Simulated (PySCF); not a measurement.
# Worked example: correlation energy of HCl, singlet

Geometry: MP2(full)/6-31G*, from the G2/97 set.

```xyz
2

Cl    0.0000    0.0000    0.0000
H     0.0000    0.0000    1.2800
```

Basis cc-pV(D+d)Z; PySCF 2.14.0. Only valence electrons are correlated (noble-gas cores frozen), which leaves 8 electrons in 23 orbitals. Prefix R: restricted or restricted open-shell reference.

Full CI isn't at hand for all of this; RCCSDT(Q) serves as the reference, and is uncertain by about the last step of the cluster series.

| level | total energy (hartree) |
| --- | --- |
| RHF | -460.091562 |
| RMP2 | -460.240707 |
| RCCSD | -460.258633 |
| RCCSD(T) | -460.261407 |
| RCCSDT | -460.261694 |
| RCCSDT(Q) | -460.261952 |

Q: What is the correlation energy at RCCSDT(Q), and what share of it do RMP2 and RCCSD(T) recover?

A: E(corr) = -460.261952 − (-460.091562) = -0.170390 hartree = -4.637 eV. RMP2: -0.149145 / -0.170390 = 87.53 %. RCCSD(T): -0.169845 / -0.170390 = 99.68 %.

Q: By how many kcal/mol does RCCSD(T) miss RCCSDT(Q) (1 hartree = 627.509 kcal/mol), and which steps make up the rest?

A: -460.261407 − (-460.261952) = 0.000545 hartree = 0.34 kcal/mol. Steps: RCCSDT − RCCSD(T) = -0.18, RCCSDT(Q) − RCCSDT = -0.16 kcal/mol. That is within 1 kcal/mol of the reference in this basis, which itself misses far more of the correlation at the basis-set limit.
